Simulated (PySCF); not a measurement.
## Electronic absorption of C2H2F3P

C₂H₂F₃P.
Z-matrix (Å and degrees, GFN2-xTB geometry), rows numbered from 1:
```
C 
P   1  1.6602
C   2  1.9132  1   96.70
F   3  1.3428  2  112.00  1    60.15
F   3  1.3381  2  111.79  1  -179.84
F   3  1.3428  2  112.08  1   -59.72
H   1  1.0781  2  124.35  3    -0.01
H   1  1.0768  2  119.39  3  -179.98
```

The calculation used TDDFT wB97X-D/def2-SVPD, vertical, gas phase, core orbitals frozen in the response (PySCF 2.14.0, density-fitted response routines).

```csv
state,E (eV),λ (nm),f,|μ| (D),symmetry,"main configurations (H = HOMO, L = LUMO)"
S1,4.86,255.0,0.0080,0.66,A″,H-1→L (99%)
S2,5.75,215.5,0.192,2.97,A′,H→L (94%)
S3,6.65,186.4,0.0028,0.34,A″,"H-2→L (82%), H→L+1 (12%)"
S4,6.96,178.2,0.0007,0.16,–,"H→L+1 (81%), H-2→L (13%)"
S5,8.06,153.8,0.250,2.86,A′,H-1→L+1 (89%)
S6,8.39,147.8,0.121,1.95,A″,"H→L+2 (77%), H→L+3 (10%)"
S7,8.65,143.3,0.0000,0.03,–,"H-4→L (56%), H-6→L (41%)"
S8,8.96,138.4,0.0009,0.16,–,H-3→L (97%)
```

Triplets (Tamm–Dancoff): T1 2.93 eV, H→L (98%); T2 3.99 eV, H-1→L (96%); T3 6.16 eV, H-2→L (89%).

The lowest singlet lies at 4.86 eV (255 nm, ultraviolet) and is weak; its leading configuration is HOMO-1→LUMO (99%). The strongest level in the table is S5 at 8.06 eV (154 nm, f = 0.250). Löwdin shares by element: HOMO carbon 43% or more, phosphorus 40%, hydrogen 9%; LUMO phosphorus 45%, carbon 43%. Of the 8 states listed, 3 reach f = 0.01 and 1 stays under 0.0005. Weighted by f, the mean energy of these states is 7.31 eV. Orbital energies (eV): HOMO-3 -13.99, HOMO-2 -12.70, HOMO-1 -10.61, HOMO -10.27, LUMO -0.70, LUMO+1 1.81, LUMO+2 2.58. No computed singlet lies in the visible range (380 to 750 nm); the lowest, at 255 nm, stands 1.60 eV above its violet end (3.26 eV); a Tamm–Dancoff triplet lies at 423 nm, without intensity as long as spin–orbit coupling is left out. Symmetry labels in Cs follow from the direction of the transition dipole and are given only for states with f of 0.002 or more. The window holds the lowest 8 singlets.
